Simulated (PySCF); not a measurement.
Bond stretch in SMILES C=O (CH2O). The C1–O4 bond (C1 also carries H, H; O4 carries nothing else) is varied alone, starting from the PBE0/def2-TZVP optimised geometry.

Levels of theory: CASSCF(4,4)/6-31G (PySCF); NEVPT2 = SC-NEVPT2 on CASSCF(4,4)/6-31G, all electrons correlated in PySCF; UKS-BLYP = PySCF 2.14.0 with unrestricted BLYP/6-31G.

Energies are in kJ/mol, each relative to the lowest point of its own curve near equilibrium.

```
R / Å  CASSCF(4,4)  NEVPT2    UKS-BLYP
-----  -----------  ------  ----------
0.95         621.7   628.5       596.5
1.01         341.3   346.0       322.6
1.08         144.9   147.9       132.7
1.13          64.8    66.9        56.6
1.15          43.3    45.0  (withheld)
1.20          10.1    11.0         6.6
1.23           1.7     2.1         0.0
1.26           0.0     0.0         0.1
1.31           9.0     8.4  (withheld)
1.40          50.1    48.9        58.4
1.49         108.5   107.4       123.3
1.63         208.7   210.1       237.3
1.81         326.4   335.8       376.0
1.99         416.0   438.3       486.1
2.14         466.6   501.3       557.8
2.41         515.3   567.4       642.6
2.63         532.1   591.9       680.2
2.95         542.1   606.7  (withheld)
3.24         545.5   611.6  (withheld)
3.61         547.1   614.0  (withheld)
4.14         547.9   615.1  (withheld)
```

What belongs in the gaps?


- 1.15, UKS-BLYP: 36.5
- 1.31, UKS-BLYP: 11.9
- 2.95, UKS-BLYP: 708.9
- 3.24, UKS-BLYP: 721.8
- 3.61, UKS-BLYP: 729.6
- 4.14, UKS-BLYP: 733.4

The unrestricted solution behind UKS-BLYP changes between 2.14 and 2.41 Å, which can leave a kink. The unrestricted determinant behind UKS-BLYP is spin-contaminated at 1.81 to 4.14 Å (<S²> up to 1.9, against 0.00 for a pure singlet).
